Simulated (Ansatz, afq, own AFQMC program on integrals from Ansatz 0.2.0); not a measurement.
AFQMC on a folder of integrals that Ansatz 0.2.0 wrote.

```yaml
crystal:
  periodic: [false, false, false]
  atoms:
    - {symbol: Si, position_ang: [0.000426, -0.040075, -0.039797]}
    - {symbol: H, position_ang: [-0.024662, 2.321999, 2.305884]}
    - {symbol: H, position_ang: [-0.016071, -1.117707, 1.045190]}
    - {symbol: H, position_ang: [0.016923, 1.037557, -1.124784]}
    - {symbol: H, position_ang: [0.011951, -1.125182, -1.117373]}
basis:
  gaussian: {orbitals: 6-31G}
magnetization: {spin_polarized: true, initial_magnetization: 2}
correlation: {method: ccsd_t, electrons: outside_noble_gas, hamiltonian_folder: ham}
```

```sh
$ ansatz run in.yaml --threads 1 --pin off --events-out ev --progress --plain --max-ram 24576MiB --backend cuda --devices 0, --max-vram 18GiB
```

Options of the walk:

```
--method free --trial cisd --walkers 50 --time-step 0.05 --max-blocks 30 --target-error 0.00136 --factor-cut 1e-06 --seed 2902 --times 0.0,0.2,0.4,0.8,1.2 --taylor-order 8
```

Times are imaginary, in 1/Eh. The walk had a cap of 60 s.

Output of the walk:

```
orbitals 16  electrons 5 3  factors 108 of 268
reference energy -290.99943314 Eh
CCSD correlation -0.07868037 Eh in 14 cycles, weight of the determinant in the CISD state 0.9171
repeat  energy at the last time / Eh  error
    10  -291.078919  0.000153
    20  -291.079121  0.000108
    30  -291.079072  0.000090
time / (1/Eh)  energy / Eh  error  mean overlap
  0.00  -291.077996  0.000079  1.0890
  0.20  -291.078342  0.000082  1.0900
  0.40  -291.078602  0.000074  1.0817
  0.80  -291.078949  0.000090  1.0851
  1.20  -291.079072  0.000090  1.0925
energy -291.079072 +/- 0.000090 Eh
```

The run passed its tests (error under three times the target), which doesn't prove that it has relaxed.

Against this walk (error 2.5 meV) on the same determinant: CCSD(T) 2.2 meV higher (within the noise), CCSDT(Q) 9.8 meV lower, CCSDTQ 9.9 meV lower, full CI 10.0 meV lower. The error is statistical, and a free projection of finite length keeps a remainder of its start. The projection is still falling at its last time (meV from the last point: 29.3 ± 2.1 at 0.00, 19.8 ± 2.2 at 0.20, 12.8 ± 2.0 at 0.40, 3.3 ± 2.4 at 0.80, 0.0 ± 2.5 at 1.20), so its energy is a cut-off value, and the gaps above aren't errors of the other methods. Full CI is exact here, so the walk's 10 meV above it is the walk's own error: what remains of the start.

Cautions: remainder of the start not in the error; lower spins were not checked; unrestricted determinant slightly spin contaminated (⟨S²⟩ 2.07 against 2.00); the time-step error isn't removed.

The walk took 3.7 s on 1 × NVIDIA H100 80GB HBM3 with 2 threads of AMD EPYC 7R13 Processor (Zen 3), on a shared host (the card was shared). The log's last line is the free-projection energy.

CCSDT and higher add their correlation energy to the determinant of the CCSD(T) run, since their own runs factorise the integrals more tightly (a shift of under 2 meV). A walk keeps the symmetry of its determinant, which the program's search chose and which needn't be the lowest solution, so a lower state of the same spin and another symmetry isn't excluded.
